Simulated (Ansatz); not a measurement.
A run of Ansatz (development build ahead of 0.2.0) on singlet CHO(+) at this shape:

```xyz
3

H     0.0000    0.0000   -1.7563
C     0.0000    0.0000   -0.5561
O     0.0000    0.0000    0.6366
```

Its results:

* Converged: yes
* Reference energy: -112.94360 hartree
* Correlation energy: -0.32191 hartree
* Total energy: -113.26550 hartree
* Spin squared of the determinant: 0.000

(1) Which input gives this output? Name the method, the orbitals and the basis set, and write the input.

## Answers

(1) RHF-MP2 in cc-pVDZ. An unrestricted run that stays on the closed shell gives the same numbers.

```yaml
crystal:
  periodic: [false, false, false]
  atoms:
    - { symbol: H, position_ang: [0.0, 0.0, -1.75625] }
    - { symbol: C, position_ang: [0.0, 0.0, -0.55614] }
    - { symbol: O, position_ang: [0.0, 0.0, 0.63663] }
basis:
  gaussian: { orbitals: cc-pVDZ }
total_charge: 1
hamiltonian:
  xc: hf
correlation:
  method: mp2
  frozen_orbitals: { C: 1, H: 0, O: 1 }
```
